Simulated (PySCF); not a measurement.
# C2H3Cl

The system: C2H3Cl, a carbene (divalent C1, bonded to 1 C + 1 Cl); neutral, singlet. The structure, one conformer, was relaxed in the gas phase by PBE0-D3(BJ)/def2-SVP. No frequency run checks that it is a minimum.

The lowest triplet lies only 0.68 eV up at this geometry (Tamm-Dancoff CAM-B3LYP/def2-SVPD) and falls further when it relaxes, so it may lie near or below this singlet. Shieldings at and next to the centre that carries it rest on this small gap and are unreliable.

SMILES: C[C]Cl

```xyz
6

C     0.795   -0.724    0.224
C    -0.472    0.002    0.017
Cl    2.118    0.249   -0.258
H    -1.093   -0.656   -0.621
H    -0.444    1.028   -0.389
H    -1.001   -0.025    0.988
```
Atom numbers follow the order of the file, from 1.

Shieldings: GIAO PBE0/pcSseg-2. Shifts are against computed references at the same level: C TMS (σ 184.1 ppm), H TMS (σ 31.24 ppm). Core levels by delta-SCF with SCAN, pcX-2 on the ionised atom and pcseg-1 elsewhere, spin-free X2C (2p3/2 is the spin-free 2p value less a third of a first-order spin-orbit splitting); from the vacuum level, for chosen atoms.

Question: Give the NMR and core-level values of the distinct atoms.

Answer: 
```csv
atoms,bonded to,σ (ppm),δ (ppm),core level (eV)
C1,1 C + 1 Cl,-621.6,805.7,-
C2,1 C + 3 H,98.5,85.6,1s 291.61
Cl3,1 C,-290.2,-,2p3/2 206.79
H4 H5 H6,1 C,25.36,5.88,-
```

Values are those of this one static structure, with the three H of a rotating XH3 group averaged; atoms that internal rotation interchanges would show their mean in an NMR spectrum. The mean hides a wide spread in H4 H5 H6 (σ from 24.3 to 27.2 ppm).

Core levels of C1 are left out, their hole states being strongly spin-contaminated.

Question: By CAM-B3LYP/def2-SVPD (TDDFT singlets, Tamm-Dancoff triplets, ionisation by delta-SCF), where does absorption start, and what does vertical ionisation take?

Answer: The lowest singlet lies at 2.05 eV (f 0.003), the strongest of the first 6 at 6.87 eV (f 0.183), the lowest triplet at 0.68 eV; vertical ionisation takes 9.17 eV.
